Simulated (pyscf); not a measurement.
`[CH]=[CH][NH2]` [doublet] → `[CH]#[CH]` + `[NH2]` [doublet], a bond scission (doublet surface; C–N broken, none formed). PySCF, gas phase, ωB97X-D3(BJ)/def2-SVP geometries. MP2 and CC: frozen core, UHF for open shells. ΔMP2 is the change of the MP2 total energy from the triple- to the quadruple-zeta basis. Energies in kJ/mol from the reactant's lowest minimum found.

Small-basis levels: PySCF, no dispersion term, spherical d functions. AM1 to PM7: differences of heats of formation from MOPAC, which are fitted to 298 K values and so differ in kind from electronic energies by zero-point and thermal terms. GFN2-xTB: tblite. Open shells are spin-unrestricted. 

| level | barrier | reaction energy |
|---|---|---|
| HF/3-21G | 141.8 | +106.7 |
| HF/6-31G* | 162.9 | +112.1 |
| SVWN5/6-31G* | 175.0 | +237.1 |
| BP86/6-31G* | 144.9 | +163.6 |
| B3LYP/STO-3G | 148.3 | +149.4 |
| B3LYP/3-21G | 133.7 | +145.0 |
| B3LYP/LANL2DZ | 148.7 | +146.3 |
| B3LYP/6-31G* | 146.6 | +145.2 |
| B3LYP/6-311+G** | 138.2 | +126.7 |
| PBE/def2-SVP | 162.6 | +182.8 |
| GFN2-xTB | 158.3 | +200.0 |
| PM3 | 158.2 | +116.4 |
| CCSD(T)/def2-TZVPP + ΔMP2(QZVPP) | 140.8 | +117.7 |

Against the last row the barrier runs from -7.1 (B3LYP/3-21G) to +34.2 kJ/mol (SVWN5/6-31G*). At SVWN5/6-31G*, BP86/6-31G*, B3LYP/STO-3G, B3LYP/3-21G, PBE/def2-SVP, GFN2-xTB this geometry lies under one side, so the entry may be no barrier of that level: it is a single point on another level's saddle. CCSD(T)/def2-TZVPP + ΔMP2(QZVPP) has limits of its own. On the reactant side the descent ends in a point that may be a rotor saddle (no frequency run), 5.4 kJ/mol over the lowest minimum found and 148.4 kJ/mol under the saddle at ωB97X-D3(BJ)/def2-TZVP. At ωB97X-D3(BJ)/def2-TZVP the barrier from the zero used here is 153.8 kJ/mol. One saddle was located; it need not be the lowest between these sides. The CCSD(T) − MP2 part came from Ansatz, without density fitting, on the same reference. A UHF reference is spin-contaminated (<S²> up to 1.01), which harms MP2 most.
